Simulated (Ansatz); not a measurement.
**C5H8 (2,3-pentadiene): methods side by side**

C5H8: 13 atoms, total charge 0, spin state singlet. SMILES: `CC=C=CC`. The shape is that of a PBE0-D4/def2-TZVP optimisation.

Quantity: the atomisation enthalpy at 298 K, in kJ/mol. The values are calculated. The thermal term (zero-point and 298 K enthalpy, harmonic and unscaled) is that of B3LYP/6-31G*; the spin-orbit lowering of the free atoms at 298 K, 0.1 kJ/mol by their spectra, is taken off.

Measured value to compare with: CRC Handbook of Chemistry and Physics gives the atomisation enthalpy at 298 K of the gas as 5195 kJ/mol.

```json
{"level": "SVWN5/6-31G* (spherical functions)", "kind": "LDA", "program": "Ansatz", "value (kJ/mol)": "5969", "computed − measured": "+774", "CPU time (all runs)": "2.7 s"}
{"level": "BLYP/6-31G* (spherical functions)", "kind": "GGA", "program": "Ansatz", "value (kJ/mol)": "5167", "computed − measured": "-28", "CPU time (all runs)": "4.2 s"}
{"level": "BHLYP/6-31G* (spherical functions)", "kind": "global hybrid", "program": "Ansatz", "value (kJ/mol)": "5037", "computed − measured": "-158", "CPU time (all runs)": "5.2 s"}
{"level": "r2SCAN0/6-31G* (spherical functions)", "kind": "hybrid meta-GGA", "program": "Ansatz", "value (kJ/mol)": "5132", "computed − measured": "-63", "CPU time (all runs)": "7.1 s"}
{"level": "CAM-B3LYP/6-31G* (spherical functions)", "kind": "range-separated hybrid", "program": "Ansatz", "value (kJ/mol)": "5213", "computed − measured": "+18", "CPU time (all runs)": "4.9 s"}
{"level": "HSE06/6-31G* (spherical functions)", "kind": "range-separated hybrid", "program": "Ansatz", "value (kJ/mol)": "5241", "computed − measured": "+46", "CPU time (all runs)": "4.8 s"}
{"level": "wB97X/6-31G* (spherical functions)", "kind": "range-separated hybrid", "program": "Ansatz", "value (kJ/mol)": "5192", "computed − measured": "-3", "CPU time (all runs)": "14 s"}
{"level": "BCCD(T)/6-31G* (spherical functions)", "kind": "coupled cluster or CI", "program": "Ansatz", "value (kJ/mol)": "4760", "computed − measured": "-435", "CPU time (all runs)": "18 s"}
```

Nearest: wB97X/6-31G* (spherical functions) (-3 kJ/mol); farthest: SVWN5/6-31G* (spherical functions) (+774 kJ/mol). Computed less measured by kind, in kJ/mol (6-31G* rows): LDA +774; GGA -28; global hybrid -158 to -63; range-separated hybrid -3 to +46; coupled cluster or CI -435. In a finite basis correlated wave-function methods underbind, so their errors here aren't those of the basis-set limit. CPU times are rough (shared hosts, several kinds of processor): they show what a rung costs within a factor of a few.
